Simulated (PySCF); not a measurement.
This PySCF input (HF/def2-TZVP) gives -538.19147 Eh with 129 basis functions.

```python
import numpy as np, basis_set_exchange as bse
from pyscf import gto, scf, dft, df

basis = {'C': gto.basis.parse(bse.get_basis('def2-TZVP', elements=['C'], fmt='nwchem')), 'Cl': gto.basis.parse(bse.get_basis('def2-TZVP', elements=['Cl'], fmt='nwchem')), 'H': gto.basis.parse(bse.get_basis('def2-TZVP', elements=['H'], fmt='nwchem'))}
mol = gto.M(
    atom='''
    C     0.01324194    0.81758858   -0.01276392
    C     1.51567282    0.64569034   -0.01856739
    Cl   -0.83444090   -0.78203684    0.01684244
    H    -0.33330320    1.35547911    0.86643399
    H    -0.34328722    1.32799722   -0.90426753
    H     1.99427262    1.62844639   -0.03651866
    H     1.85214717    0.11523649    0.87210240
    H     1.84217733    0.08779363   -0.89608378
    ''',
    basis=basis,
    charge=0,
    verbose=4,
    max_memory=8640,
)
mf = scf.RHF(mol)
mf = mf.density_fit(auxbasis=df.autoaux(mol))
mf.conv_tol = 1e-9
mf.max_cycle = 100
print('smallest overlap eigenvalue', np.linalg.eigvalsh(mol.intor('int1e_ovlp'))[0])
mf.kernel()
dip = mf.dip_moment()
```

Change:
```diff
- basis = {'C': gto.basis.parse(bse.get_basis('def2-TZVP', elements=['C'], fmt='nwchem')), 'Cl': gto.basis.parse(bse.get_basis('def2-TZVP', elements=['Cl'], fmt='nwchem')), 'H': gto.basis.parse(bse.get_basis('def2-TZVP', elements=['H'], fmt='nwchem'))}
+ basis = {'C': gto.basis.parse(bse.get_basis('def2-SVP', elements=['C'], fmt='nwchem')), 'Cl': gto.basis.parse(bse.get_basis('def2-SVP', elements=['Cl'], fmt='nwchem')), 'H': gto.basis.parse(bse.get_basis('def2-SVP', elements=['H'], fmt='nwchem'))}
```

Problem. What does the run give now?

Solution. -537.94577 Eh (HF/def2-SVP, 71 functions), a change of +245.70 mEh.
